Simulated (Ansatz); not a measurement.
We consider fcc Pb, described by r²SCAN (Ansatz, an electronic-structure program, plane waves, PAW).

A relaxed, unreconstructed slab of the (110) face has 8 atoms, two equal faces of 17.644 Å² each and an energy of -95366.0965 eV. A bulk cell of 2 atoms with the same orientation and in-plane k mesh has -23841.7120 eV. Energies are extrapolated to zero smearing.

Numerical settings: plane-wave cutoff 500 eV, 12×16×1 k mesh (along the axes of the cell as run), Fermi–Dirac smearing 0.1 eV, scalar-relativistic PAW data made under PBE.

Worked out: γ = (E_slab − N E_bulk per atom)/2A = [-95366.0965 − 8 × (-23841.7120/2)]/(2 × 17.644) = 0.0213 eV/Å². With 16.022 J/m² per eV/Å² this is 0.34 J/m², or 0.38 eV per surface cell and face.
